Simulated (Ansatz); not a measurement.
## [OH···H···BH2], doublet along the distance O1-H3

Starting geometry:

```xyz
6

O    -1.1998   -0.0303    0.0000
H    -1.4491    0.8963    0.0000
H    -0.2402   -0.0303    0.0000
B     1.5492   -0.0303    0.0000
H     2.0583   -0.0303    1.0770
H     2.0583   -0.0303   -1.0770
```

From there H3 is moved from one fragment to the other while all else, the fragments' distance too, stays fixed; atoms are numbered as listed. Energies are in kcal/mol, counted from the starting geometry at the same level. Kohn–Sham curves are unrestricted where that lies lower.

Basis cc-pVDZ; Ansatz 0.2.0. Correlated methods freeze the noble-gas cores. R marks a restricted (for open shells ROHF) determinant, U an unrestricted one.

In so small a basis the reference is far from its limit while semilocal and hybrid functionals are nearer theirs (RPA and double hybrids share much of the reference's basis error), so the functionals' errors here hold much of the reference's basis and frozen-core error, which can add to them or hide them.

Full CI isn't at hand for all of this; UCCSDT(Q) serves as the reference, and is uncertain by about the last step of the cluster series.

| distance O1-H3 (Å) | UCCSDT(Q) | PBE | r2SCAN | B97M-V | PBE0 | B3LYP | r2SCAN0 | wB97M-V | B2PLYP | RPA-PBE |
| --- | --- | --- | --- | --- | --- | --- | --- | --- | --- | --- |
| 0.892 | 4.2 | 5.9 | 5.0 | 4.4 | 4.7 | 4.9 | 4.2 | 4.6 | 4.5 | 4.7 |
| 0.960 | 0.0 | 0.0 | 0.0 | 0.0 | 0.0 | 0.0 | 0.0 | 0.0 | 0.0 | 0.0 |
| 1.048 | 1.8 | -0.7 | 0.5 | 0.9 | 0.8 | 0.5 | 1.5 | 1.1 | 1.2 | 1.0 |
| 1.137 | 6.9 | 2.0 | 4.2 | 4.5 | 4.9 | 4.0 | 6.3 | 5.5 | 5.7 | 5.1 |
| 1.225 | 11.7 | 5.1 | 7.8 | 7.3 | 8.7 | 7.4 | 10.6 | 9.6 | 9.9 | 8.7 |
| 1.314 | 14.1 | 7.2 | 9.9 | 8.5 | 10.8 | 9.1 | 12.6 | 11.7 | 12.2 | 10.4 |
| 1.402 | 14.1 | 8.4 | 10.5 | 8.4 | 11.2 | 9.2 | 12.6 | 11.7 | 12.4 | 10.3 |
| 1.491 | 13.0 | 9.7 | 10.9 | 8.2 | 11.3 | 9.0 | 12.0 | 11.1 | 11.9 | 9.9 |
| 1.579 | 13.3 | 12.7 | 12.9 | 9.6 | 13.0 | 10.6 | 13.0 | 12.0 | 12.7 | 11.1 |

**Question.** Judged by the spread of the error over the points with a reference (largest less smallest), which of these follows UCCSDT(Q) best and which worst?

**Answer.** Subtracting the UCCSDT(Q) column from each: best r2SCAN0 (errors from -1.5 to 0.0, spread 1.5 kcal/mol), worst PBE (from -6.9 to 1.6, spread 8.5 kcal/mol). Functionals and wave-function methods converge differently with the basis, so part of this is basis effect.
